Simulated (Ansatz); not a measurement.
## SiBCl, quintet: reading a ladder of total energies

Geometry: that of the SiBCl, triplet, kept fixed. The triplet lies 3.8 eV lower here.

```xyz
3

B     0.0000    0.0000    0.0637
Si    0.0000    0.0000   -1.8172
Cl    0.0000    0.0000    1.7535
```

Basis cc-pVDZ; Ansatz 0.2.0. Only valence electrons are correlated (noble-gas cores frozen), which leaves 14 electrons in 39 orbitals. R marks a restricted (for open shells ROHF) determinant, U an unrestricted one.

Full CI isn't at hand for all of this; UCCSDT(Q) serves as the reference, and is uncertain by about the last step of the cluster series.

Runs differ by some tens of microhartree through their thresholds and, for an open shell, their frozen cores, so steps under 0.03 kcal/mol mean nothing.

```tsv
level	total energy (hartree)
UHF	-772.962005
UMP2	-773.193981
UCCSD	-773.226865
UCCSD(T)	-773.235241
UCCSDT	-773.236519
UCCSDT(Q)	-773.237169
```

**Question.** What is the correlation energy at UCCSDT(Q), and what share of it do UMP2 and UCCSD(T) recover?

**Answer.** E(corr) = -773.237169 − (-772.962005) = -0.275164 hartree = -7.488 eV. UMP2: -0.231976 / -0.275164 = 84.30 %. UCCSD(T): -0.273236 / -0.275164 = 99.30 %.

**Question.** By how many kcal/mol does UCCSD(T) miss UCCSDT(Q) (1 hartree = 627.509 kcal/mol), and which steps make up the rest?

**Answer.** -773.235241 − (-773.237169) = 0.001928 hartree = 1.21 kcal/mol. Steps: UCCSDT − UCCSD(T) = -0.80, UCCSDT(Q) − UCCSDT = -0.41 kcal/mol. Differences between like states or geometries often cancel part of this.
